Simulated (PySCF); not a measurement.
Compound: C₅H₁₃P.
SMILES: `CC(C)P(C)C`

The closed-shell SCF was solved with PySCF and density fitting under several settings on one GFN2-xTB geometry (grid level 2 and gas phase unless stated).

```csv
settings,basis functions,SCF cycles,E (Eh),HOMO (eV),LUMO (eV),dipole (D)
PBE0/pcSseg-1,174,12,-539.2988,-6.45,1.35,1.25
CAM-B3LYP/def2-SVPD,228,12,-539.3574,-7.74,1.42,1.26
"PBE0/pcSseg-1, level shift 0.2 Eh",174,10,-539.2988,-6.45,1.35,1.25
```

Q: Estimate the rows for these settings: (1) wB97X/6-31G*; (2) HSE06/6-31++G**.

A: 
| settings | basis functions | SCF cycles | E (Eh) | HOMO (eV) | LUMO (eV) | dipole (D) |
| --- | --- | --- | --- | --- | --- | --- |
| wB97X/6-31G* | 114 | 11 | -539.6416 | -8.59 | 3.84 | 1.37 |
| HSE06/6-31++G** | 190 | 12 | -539.3726 | -6.03 | -0.29 | 1.32 |

Q: Over all rows, what range does the HOMO–LUMO gap span?

A: From 5.74 eV (HSE06/6-31++G**) to 12.43 eV (wB97X/6-31G*). The functional of the narrowest has 25 % exact exchange at short range alone, that of the widest range-separated exact exchange.

Q: And the dipole moment?

A: From 1.25 D to 1.37 D; the largest is 1.10 times the smallest, and the median is 1.26 D.

Cycle counts include a coarse-grid stage where the run had one. All basis functions are spherical, in the Pople sets too.

The values belong to the conformer `[CH3:1][CH:2]([CH3:3])[P:4]([CH3:5])[CH3:6]`: C1–C2–P4–C5 -167°.
